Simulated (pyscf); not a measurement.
Elementary routes open to HO–AsH₂ (SMILES O[AsH2]) + SiH₄ (SMILES [SiH4]) in the gas phase (singlet surface):
A. H₃Si–O–AsH₂ (SMILES [SiH3]O[AsH2]) + H₂ (SMILES [H][H]) (H–O, H–Si broken; O–Si, H–H formed)
B. AsH₃ (SMILES [AsH3]) + HO–SiH₃ (SMILES O[SiH3]) (As–O, H–Si broken; As–H, O–Si formed)

PySCF, gas phase, ωB97X-D3(BJ)/def2-SVP geometries.

Question: Rank the routes by free-energy barrier at 1200 K, lowest first, for ωB97M-D3(BJ)/def2-TZVP energies (ideal gas, 1 atm, RRHO with modes under 100 cm⁻¹ raised to 100, one conformer, R ln 2 for chiral ones without a mode under 150 cm⁻¹).

Answer: B (67.4 kcal/mol), A (68.1 kcal/mol)

Route B is the fastest of these, ahead of the next by 0.7 kcal/mol. The most stable products are those of B (ΔG = -31.4 kcal/mol), so kinetics and thermodynamics agree. At 298 K B is still the fastest. Only these routes are compared; each barrier is that of the saddle found, and lower ones may exist. Elements up to Kr have no core potential and no relativistic terms here.
